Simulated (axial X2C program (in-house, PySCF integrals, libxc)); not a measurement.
**MgF: bond constants with and without spin–orbit coupling**

All values were computed with an axial X2C code built on PySCF integrals. Spin-free means the one-electron spin-free X2C Hamiltonian; two-component (2c) means X2C with spin–orbit coupling and atomic mean-field two-electron Coulomb and Gaunt terms, so the difference of the two also holds small scalar two-electron terms. Basis: Mg dyall-cv3z [9s8p6d3f], F dyall-av3z [7s6p3d2f] (cores contracted in-house); Gaussian nuclei, density fitting, unrestricted open shells. Masses: Mg 23.985 u, F 18.998 u.

Input file and command:
```json
{
 "zs": [
  12,
  9
 ],
 "q": 0,
 "bas": [
  "dyall-cv3z",
  "dyall-av3z"
 ],
 "levels": [
  "PBE0",
  "HF",
  "BHandHLYP"
 ],
 "cc": true,
 "r0": 2.03,
 "thr": -2.0,
 "nmax": 90,
 "npts": 10,
 "nst": 2,
 "ntry": 6
}
```
```bash
python so2c.py task.json out
```

Keys: zs atomic numbers; q charge; bas basis sets; levels methods; cc coupled cluster on or off; r0 starting distance in Å; thr threshold in hartree for freezing inner shells (an s shell follows its p shell); nmax most natural virtual spinors; npts points on the curve; nst determinants followed; ntry starts of the search. HF also brings MP2.

State, spin-free: M_S = 1/2, Λ = 0 (beyond evenly filled blocks: σα); electrons by block: σα: 7, σβ: 6, π+α: 2, π+β: 2, π-α: 2, π-β: 2. Fragments: Mg + F.

State, 2c: Ω = 1/2 (⟨Sz⟩ = 0.50, ⟨Lz⟩ = 0.00 at PBE0); electrons by block: 1/2: 9, -1/2: 8, 3/2: 2, -3/2: 2. Fragments: Mg + F.

| Hamiltonian | level | Re (Å) | ωe (cm⁻¹) | ωexe (cm⁻¹) | Be (cm⁻¹) | De (eV) | D0 (eV) | μ (D) |
| --- | --- | --- | --- | --- | --- | --- | --- | --- |
| spin-free | PBE0 | 1.755 | 710.0 | 4.34 | 0.5162 | 4.53 | 4.48 | -3.18 |
| spin-free | HF | 1.737 | 749.1 | 4.32 | 0.5268 | 3.47 | 3.42 | -3.06 |
| spin-free | MP2 | 1.769 | 699.8 | 4.06 | 0.5081 | 5.08 | 5.04 | n/a |
| spin-free | CCSD | 1.759 | 716.0 | 4.12 | 0.5141 | 4.42 | 4.38 | n/a |
| spin-free | CCSD(T) | 1.764 | 707.6 | 4.11 | 0.5113 | 4.56 | 4.51 | n/a |
| spin-free | BHandHLYP | 1.743 | 731.9 | 4.39 | 0.5233 | 4.21 | 4.17 | -3.30 |
| 2c | PBE0 | 1.755 | 709.9 | 4.33 | 0.5161 | 4.52 | 4.48 | -3.18 |
| 2c | HF | 1.738 | 748.9 | 4.32 | 0.5267 | 3.45 | 3.41 | -3.06 |
| 2c | MP2 | 1.769 | 699.7 | 4.05 | 0.508 | 5.07 | 5.03 | n/a |
| 2c | BHandHLYP | 1.743 | 731.7 | 4.39 | 0.5232 | 4.21 | 4.17 | -3.30 |

Correlated methods: 9 electrons correlated (number of frozen shells: Mg 2 s, 1 p; F 1 s), 241 virtual spin orbitals or spinors in MP2.

Dipoles are positive if F is the positive end.

One determinant describes the state; a PBE0 search over occupations chose it and may have missed a lower one. Dissociation energies refer to the lowest single-determinant-based atoms at the same level and basis. Density functionals use the spin component along the axis (collinear). CCSD and (T) use frozen natural virtuals with an MP2 correction for the truncation; (T) itself is uncorrected, so its De runs slightly low. A 2c atom that is not at its ground J level misses part of its spin–orbit lowering, and De is too large by that part (0.04 eV or less for light atoms). This holds for PBE0, BHandHLYP. The functionals have no current-density term, which raises determinants with orbital currents, atoms included.

No reliable constants came from CCSD (2c), CCSD(T) (2c): no minimum in range, unconverged points, a curve that is not smooth, a change of character along it, or the two Hamiltonians disagreeing along it.

Rough cost a point (2c) on 1 thread(s) of a shared host, integrals apart: PBE0 0.4 s, HF 0.2 s, BHandHLYP 0.4 s.

The whole task took 66 s on 1 thread of AMD EPYC 7B13 (Zen 3), on a shared host.
